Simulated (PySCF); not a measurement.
Molecule: SMILES C/C=C/C=O, C₄H₆O.

Molfile (atoms numbered from 1):
```
C4H6O
     RDKit          3D

 11 10  0  0  0  0  0  0  0  0999 V2000
   -1.7530    0.0514    0.1791 C   0  0  0  0  0  0  0  0  0  0  0  0
   -0.3450   -0.3490   -0.0738 C   0  0  0  0  0  0  0  0  0  0  0  0
    0.7345    0.4380    0.0525 C   0  0  0  0  0  0  0  0  0  0  0  0
    2.0821   -0.0763   -0.2144 C   0  0  0  0  0  0  0  0  0  0  0  0
    3.0980    0.5623   -0.0923 O   0  0  0  0  0  0  0  0  0  0  0  0
   -1.8315    1.0964    0.5096 H   0  0  0  0  0  0  0  0  0  0  0  0
   -2.2089   -0.5956    0.9470 H   0  0  0  0  0  0  0  0  0  0  0  0
   -2.3630   -0.0755   -0.7311 H   0  0  0  0  0  0  0  0  0  0  0  0
   -0.1798   -1.3887   -0.3910 H   0  0  0  0  0  0  0  0  0  0  0  0
    0.6593    1.4849    0.3661 H   0  0  0  0  0  0  0  0  0  0  0  0
    2.1073   -1.1478   -0.5516 H   0  0  0  0  0  0  0  0  0  0  0  0
  1  2  1  0
  2  3  2  0
  3  4  1  0
  4  5  2  0
  1  6  1  0
  1  7  1  0
  1  8  1  0
  2  9  1  0
  3 10  1  0
  4 11  1  0
M  END
```

Geometry PBE0-D3(BJ)/def2-SVP throughout; GIAO in PySCF, gas phase, one conformer, non-relativistic; equivalent atoms averaged; functional PBE0.

For orientation, def2-SVP gives these shifts δ (against TMS, H2O at the same level): C4 185.4, C2 153.5, C3 133.8, C1 19.6, O5 656.2, H11 9.18, H10 5.92, H9 6.49, H6/H7/H8 1.93 ppm.

A run gave: C4 199.1, C2 166.2, C3 145.2, C1 21.6, O5 663.9, H11 9.80, H10 6.30, H9 6.93, H6/H7/H8 2.08 ppm (shifts δ (against TMS, H2O at the same level)).

Task: Which basis set was used in that run?
A. STO-3G
B. 6-31G*
C. IGLO-III
D. aug-cc-pVDZ
E. 6-31G

Result: C. C2 tells them apart best: IGLO-III gives 166.2, STO-3G gives 123.4, 6-31G gives 150.1, aug-cc-pVDZ gives 154.9, 6-31G* gives 147.6 ppm.
